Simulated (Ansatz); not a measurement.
The inner images of a band of H4Si (5 atoms, charge 0, multiplicity 1) are given out of order.

All numbers below come from RKS CAM-B3LYP/def2-SVP (Ansatz).

Initial state:

```xyz
5
Properties=species:S:1:pos:R:3
Si 0.241 0.000 0.171
H 0.241 0.000 1.658
H 1.644 0.000 -0.325
H -0.460 1.214 -0.325
H -0.460 -1.214 -0.325
```

Final state:

```xyz
5
Properties=species:S:1:pos:R:3
Si 0.218 0.000 -0.716
H 0.729 0.000 1.082
H 1.405 0.000 0.617
H -0.573 1.120 -0.065
H -0.573 -1.120 -0.065
```

Q: Put them in order from the first end to the last, with their energies above the first end.
A.
```xyz
5
Properties=species:S:1:pos:R:3
Si 0.214 0.000 0.007
H 0.375 0.000 1.449
H 1.688 0.000 -0.067
H -0.535 1.254 -0.268
H -0.535 -1.254 -0.268
```
B.
```xyz
5
Properties=species:S:1:pos:R:3
Si 0.232 0.000 -0.588
H 0.672 0.000 1.094
H 1.408 0.000 0.527
H -0.552 1.187 -0.090
H -0.552 -1.187 -0.090
```
C.
```xyz
5
Properties=species:S:1:pos:R:3
Si 0.225 0.000 0.099
H 0.318 0.000 1.560
H 1.679 0.000 -0.195
H -0.508 1.234 -0.305
H -0.508 -1.234 -0.305
```
D.
```xyz
5
Properties=species:S:1:pos:R:3
Si 0.234 0.000 -0.473
H 0.594 0.000 1.135
H 1.474 0.000 0.424
H -0.548 1.217 -0.116
H -0.548 -1.217 -0.116
```
E.
```xyz
5
Properties=species:S:1:pos:R:3
Si 0.227 0.000 -0.349
H 0.522 0.000 1.190
H 1.556 0.000 0.311
H -0.549 1.238 -0.149
H -0.549 -1.238 -0.149
```
F.
```xyz
5
Properties=species:S:1:pos:R:3
Si 0.211 0.000 -0.100
H 0.422 0.000 1.344
H 1.669 0.000 0.061
H -0.548 1.260 -0.225
H -0.548 -1.260 -0.225
```
G.
```xyz
5
Properties=species:S:1:pos:R:3
Si 0.216 0.000 -0.222
H 0.469 0.000 1.257
H 1.623 0.000 0.187
H -0.551 1.254 -0.184
H -0.551 -1.254 -0.184
```

A: C (+0.12 eV), A (+0.49 eV), F (+1.10 eV), G (+1.82 eV), E (+2.41 eV), D (+2.64 eV), B (+2.50 eV).

The run took 31 s on 1 thread of Intel(R) Xeon(R) Platinum 8488C (Sapphire Rapids), with other jobs on the host, peak memory 0.1 GiB.
